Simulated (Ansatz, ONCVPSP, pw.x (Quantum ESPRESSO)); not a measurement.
# From atom to crystal: ONCV potential for B (Z = 5)

* Element: B (Z = 5)
* Generator: ONCVPSP 4.0.1.1 (patched build)
* Type: optimised norm-conserving Vanderbilt (ONCV)
* Functional: LDA (Perdew-Wang 92)
* Relativity: scalar-relativistic
* Frozen core: [He]
* Valence charge: 3
* Reference configuration: 2s2 2p1
* Partial waves: 2s: rc 1.40 bohr, ncon 3, nbas 7, qcut 5.3 1/bohr, local; 2p: rc 3.10 bohr, ncon 4, nbas 8, qcut 4 1/bohr, 2 projectors, debl 2.5 Ha; d scattering state at 0.36 Ha: rc 3.25 bohr, ncon 3, nbas 6, qcut 3.1 1/bohr, 1 projector
* Local potential: the s channel
* Core correction: Teter function fitted to the true core (icmod 2), fcfact 0.2

Crystal test: diamond B in pw.x 7.5, no spin, 11³ k-points, Fermi–Dirac smearing 0.01 Ry, cutoffs 50/200 Ry. The reference is all-electron LAPW (Ansatz 0.2.0) with the same functional, mesh and smearing; V0 and B0 come from Birch–Murnaghan fits to the pressures at five volumes. Errors are pseudo minus all-electron; Δ is the rms difference of the E(V) curves that follow from these fits, minima aligned, over ±6 % about the mean V0. Mesh and smearing are coarse, so the numbers serve the comparison and aren't converged zero-temperature values; the lattice is a test structure that the element need not adopt.

All-electron: a0 = 4.003 Å (V0 = 8.02 Å³/atom), B0 = 189.6 GPa.

Task: How far does the potential miss the all-electron equation of state?

Result: mean pressure error (GPa): -52.99. The pressure does not cross zero within the volumes sampled, so no fit is given. The largest radius (3.25 bohr) exceeds half the bond length (1.64 bohr), so the spheres overlap, which is one possible source of error among others. This is a poor potential for the solid.

```
V (Å³/atom)  P all-electron (GPa)  P pseudo (GPa)
      7.621                 10.51          -49.19
      7.821                  4.90          -51.31
      8.022                 -0.11          -52.96
      8.223                 -4.58          -54.22
      8.423                 -8.58          -55.13
```

Task: At the middle volume, how do free energy and pressure move when the wave cutoff is lowered (ecutrho kept at four times it)?

Result:

```csv
cutoff (Ry),shift of F (meV/atom),shift of P (GPa)
22,+25.3,-2.30
30,+3.1,+0.02
40,+1.6,+0.00
```

Input at the middle volume:

```
&control
  calculation='scf', prefix='x', pseudo_dir='./', outdir='./tmp', tstress=.true., disk_io='none'
/
&system
  ibrav=0, nat=2, ntyp=1, ecutwfc=50, ecutrho=200, nbnd=10,
  occupations='smearing', smearing='fd', degauss=0.01
/
&electrons
  conv_thr=1e-09, mixing_beta=0.4, electron_maxstep=70
/
ATOMIC_SPECIES
B 1.0 B.UPF
CELL_PARAMETERS angstrom
  0.00000000 2.00183166 2.00183166
  2.00183166 0.00000000 2.00183166
  2.00183166 2.00183166 0.00000000
ATOMIC_POSITIONS crystal
B 0.0000 0.0000 0.0000
B 0.2500 0.2500 0.2500
K_POINTS automatic
11 11 11 0 0 0
```

```bash
pw.x < B.scf.in > B.scf.out
```

Lines of the output:

```
Message from routine setup:
     using ibrav=0 with symmetry is DISCOURAGED, use correct ibrav instead
     lattice parameter (alat)  =       5.3498  a.u.
     unit-cell volume          =     108.2703 (a.u.)^3
     number of electrons       =         6.00
     number of Kohn-Sham states=           10
     kinetic-energy cutoff     =      50.0000  Ry
     charge density cutoff     =     200.0000  Ry
     scf convergence threshold =      1.0E-09
     Exchange-correlation= SLA  PW   NOGX NOGC
     number of k points=    56  Fermi-Dirac smearing, width (Ry)=  0.0100
     iteration #  1     ecut=    50.00 Ry     beta= 0.40
     total energy              =     -11.96171711 Ry
     estimated scf accuracy    <       0.04486010 Ry
     iteration #  2     ecut=    50.00 Ry     beta= 0.40
     total energy              =     -11.95823005 Ry
     estimated scf accuracy    <       0.01308066 Ry
     iteration #  3     ecut=    50.00 Ry     beta= 0.40
     total energy              =     -11.95886173 Ry
     estimated scf accuracy    <       0.00010014 Ry
     iteration #  4     ecut=    50.00 Ry     beta= 0.40
     total energy              =     -11.95886857 Ry
     estimated scf accuracy    <       0.00000016 Ry
     iteration #  5     ecut=    50.00 Ry     beta= 0.40
     total energy              =     -11.95886864 Ry
     estimated scf accuracy    <          7.3E-09 Ry
     iteration #  6     ecut=    50.00 Ry     beta= 0.40
     the Fermi energy is     5.9622 ev
!    total energy              =     -11.95886864 Ry
     estimated scf accuracy    <          7.0E-10 Ry
     smearing contrib. (-TS)   =      -0.00457910 Ry
     The total energy is F=E-TS. E is the sum of the following terms:
     one-electron contribution =       5.28894761 Ry
     hartree contribution      =       0.54473662 Ry
     xc contribution           =      -4.97214240 Ry
     ewald contribution        =     -12.81583137 Ry
     convergence has been achieved in   6 iterations
          total   stress  (Ry/bohr**3)                   (kbar)     P=     -529.65
     Message from routine punch:
     Nothing written, as per user request (disk_io='none')
```

The run at the middle volume (56 k-points, 6 iterations) took about 7.1 s on one core of a shared host (Neoverse-N1, 64 threads, 124 GiB, load 52).
